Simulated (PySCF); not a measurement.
**`InChI=1S/C4H4ClF/c1-2-3-4(5)6/h2H,1H3`**

Molfile (atoms numbered from 1):
```
C4H4ClF
     RDKit          3D

 10  9  0  0  0  0  0  0  0  0999 V2000
   -1.5644   -0.2556   -0.4526 C   0  0  0  0  0  0  0  0  0  0  0  0
   -0.5009    0.5693    0.1945 C   0  0  0  0  0  0  0  0  0  0  0  0
    0.7452    0.2162    0.3271 C   0  0  0  0  0  0  0  0  0  0  0  0
    1.9899   -0.1264    0.4344 C   0  0  0  0  0  0  0  0  0  0  0  0
    2.4830   -0.7915    1.4792 F   0  0  0  0  0  0  0  0  0  0  0  0
    3.1969    0.2165   -0.7344 Cl  0  0  0  0  0  0  0  0  0  0  0  0
   -1.1686   -1.2014   -0.8198 H   0  0  0  0  0  0  0  0  0  0  0  0
   -2.3694   -0.4611    0.2589 H   0  0  0  0  0  0  0  0  0  0  0  0
   -2.0095    0.2913   -1.2888 H   0  0  0  0  0  0  0  0  0  0  0  0
   -0.8043    1.5412    0.5845 H   0  0  0  0  0  0  0  0  0  0  0  0
  1  2  1  0
  2  3  2  0
  3  4  2  0
  4  5  1  0
  4  6  1  0
  1  7  1  0
  1  8  1  0
  1  9  1  0
  2 10  1  0
M  END
```

Method: quadratic response CAM-B3LYP/def2-TZVPD first hyperpolarisability, Taylor convention, gas phase in PySCF 2.14.0. Geometry: PBE0-D3(BJ)/def2-TZVP.

**Question.** Give the tensor of the static β(0;0,0) in the axes of these coordinates.

**Answer.** In au, Taylor convention; rows are the first index (the induced dipole):
```
      xx     yy     zz     xy     xz     yz
x  +56.0  +21.8  +29.1  -28.5   -7.9   -7.7
y  -28.5  -21.6   -9.9  +21.8   -7.7  +18.8
z   -7.9  +18.8  +29.3   -7.7  +29.1   -9.9
```
Norm of βᵢ = ⅓ Σⱼ (βᵢⱼⱼ + βⱼᵢⱼ + βⱼⱼᵢ): 129.0 au, hyper-Rayleigh value 49.8 au.
